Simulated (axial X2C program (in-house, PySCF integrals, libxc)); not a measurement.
Which molecule has these constants?

All values come from calculations with an axial X2C code built on PySCF integrals, spin-free (one-electron X2C) or two-component (2c: spin–orbit coupling with atomic mean-field Coulomb and Gaunt terms, which also bring small scalar terms), in Dyall basis sets with cores contracted in-house; open shells are unrestricted.

A two-component PBE0 calculation in a Dyall 3-zeta basis gave Re = 3.034 Å, ωe = 228.5 cm⁻¹, De = 1.28 eV, Ω = 1/2.

Question: Which molecule is it?
A. NaAl⁺
B. LiAl⁺
C. AlH⁺

Answer: B. The others have AlH⁺ 1.622 Å and 1649.7 cm⁻¹ (Ω = 1/2); NaAl⁺ 3.363 Å and 134.6 cm⁻¹ (Ω = 1/2).

Each entry is the lowest single determinant of a limited PBE0 search at one distance. De goes to single-determinant-based atoms at the same level (for ions the charge split of lowest energy) and is withheld (n/a) where an atom does not fit its ground term or J level. Main or longest-lived isotopes. Some light 2c atoms are not at their ground J level, so De misses part of their lowering (0.04 eV or less). The functionals have no current term, which raises determinants with orbital currents.
